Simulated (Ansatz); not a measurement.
**C₃H₅F₂ radical: basis-set convergence**

How large a basis does C₃H₅F₂ radical need? Two functionals are run in growing sets.

Method: one geometry, several basis sets; program: Ansatz 0.2.0, Gaussian basis.

Levels to be run: PBE0-D4/def2-SVP; ωB97M-V/def2-SVP; PBE0-D4/def2-QZVPP; ωB97M-V/def2-QZVPP; the functionals' def2-TZVPP values are taken from earlier runs.

## 1. The relaxed structure

All runs share one geometry, relaxed beforehand with PBE0-D4 in a triple-zeta def2 set.

SMILES `[CH2]C(F)CF`, 10 atoms, charge 0, spin multiplicity 2.

Atoms are counted from 1 here; the program's logs count them from 0.

Bond lengths: C1–C2 1.472 Å, C1–H6 1.081 Å, C1–H7 1.081 Å, C2–F3 1.389 Å, C2–C4 1.521 Å, C2–H8 1.102 Å, C4–F5 1.378 Å, C4–H9 1.093 Å, C4–H10 1.093 Å. Angles: C2–C1–H6 119.7°, C2–C1–H7 119.6°, H6–C1–H7 120.0°, C1–C2–F3 110.5°, C1–C2–C4 113.6°, C1–C2–H8 111.0°, F3–C2–C4 106.7°, F3–C2–H8 106.6°, C4–C2–H8 108.2°, C2–C4–F5 108.9°, C2–C4–H9 110.0°, C2–C4–H10 110.4°, F5–C4–H9 108.8°, F5–C4–H10 108.8°, H9–C4–H10 109.9°.

## 2. PBE0-D4 in def2-SVP

in.yaml

```yaml
crystal:
  periodic: [false, false, false]
  atoms:
    - {symbol: C, position_ang: [-0.371606, -0.227828, 1.330302]}
    - {symbol: C, position_ang: [0.261876, -0.519790, 0.034258]}
    - {symbol: F, position_ang: [1.626371, -0.723686, 0.194721]}
    - {symbol: C, position_ang: [0.104901, 0.597762, -0.984948]}
    - {symbol: F, position_ang: [-1.235189, 0.769394, -1.258133]}
    - {symbol: H, position_ang: [-1.311993, 0.305251, 1.359786]}
    - {symbol: H, position_ang: [0.025540, -0.675443, 2.231003]}
    - {symbol: H, position_ang: [-0.144702, -1.445773, -0.403998]}
    - {symbol: H, position_ang: [0.621983, 0.334511, -1.910876]}
    - {symbol: H, position_ang: [0.505920, 1.534501, -0.589115]}
basis:
  gaussian: {orbitals: def2-SVP}
magnetization: {spin_polarized: true, initial_magnetization: 1}
hamiltonian: {xc: pbe0, dispersion: d4}
output: {orbitals: {seedname: orbitals}}
```

Launch:

```sh
> ansatz run in.yaml --threads 4 --pin off --events-out ev --progress --plain --max-ram 10444MiB
```

Further steps of the session: ωB97M-V in def2-SVP; PBE0-D4 in def2-QZVPP; ωB97M-V in def2-QZVPP.

**Question.** What will the summary of the whole plan be? Wanted: PBE0-D4: double and triple zeta above quadruple; ωB97M-V: double and triple zeta above quadruple.

**Answer**, as computed:

| quantity | value |
| --- | --- |
| PBE0-D4: double and triple zeta above quadruple | 10.69, 0.46 eV |
| ωB97M-V: double and triple zeta above quadruple | 11.02, 0.44 eV |

What this shows: PBE0-D4 gains 10.23 eV from double to triple zeta, then 0.46 eV more. Total energies overstate the basis error of differences, where much of it tends to cancel.
